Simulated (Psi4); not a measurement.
Psi4 input (wB97X-D/6-31G*):

```
memory 1500 MB

molecule {
0 2
C    -0.12819188   -1.79855064   -0.02279421
C     0.14036256   -0.52663028   -0.01391446
C     0.04067635    0.80462693    0.01087614
H    -1.15297079   -2.16660009    0.01318024
H     0.65584793   -2.54974214   -0.06640254
N     0.02572010    1.97709517    0.02974534
symmetry c1
no_reorient
no_com
}

set {
  basis 6-31G*
  reference uks
  scf_type pk
  dft_radial_points 99
  dft_spherical_points 590
  e_convergence 1e-8
  d_convergence 1e-7
  maxiter 150
}

e = energy('wb97x-d')
print_out(f'\nFINAL {e:.10f} DIPOLE {variable("CURRENT DIPOLE")[0]:.6f} {variable("CURRENT DIPOLE")[1]:.6f} {variable("CURRENT DIPOLE")[2]:.6f}\n')
```

**Question.** Predict the final energy.

**Answer.** -170.08664 Eh.
